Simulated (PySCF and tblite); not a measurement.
The numbers below are computed, except where a source is named.
5 constitutional isomers of C₄H₄O₂:

| isomer | SMILES |
| --- | --- |
| A | [O:1]=[C:2]1[CH2:3][CH:4]=[CH:5][O:6]1 |
| B | [CH3:1][C:2]#[C:3][C:4](=[O:5])[OH:6] |
| C | [O:1]=[C:2]1[CH:3]=[CH:4][CH2:5][O:6]1 |
| D | [OH:1][c:2]1[cH:3][cH:4][o:5][cH:6]1 |
| E | [CH:1]1=[CH:2][O:3][CH:4]=[CH:5][O:6]1 |

Each isomer is a Boltzmann average at 298.15 K over at most 6 conformers: GFN2-xTB geometries, energies PBE0/pcSseg-1 (D3(BJ) added where defined), GFN2-xTB thermal terms. Programs: PySCF with density fitting and tblite.

Problem. Rank the isomers by free energy at 298.15 K.

Solution. 
```tsv
isomer	ΔG (kcal/mol)	ΔE, lowest conformer	conformers	largest weight %	rms dipole (D)
C	0.0	0.0	1	100	5.09
A	2.4	2.5	1	100	3.99
D	18.4	18.5	2	64	1.45
B	22.5	26.2	1	100	2.58
E	45.2	45.2	1	100	0.00
```

At least one structure keeps an imaginary mode at the tight-binding level. The search found a single conformer for at least one isomer; other rotamers may be missing.
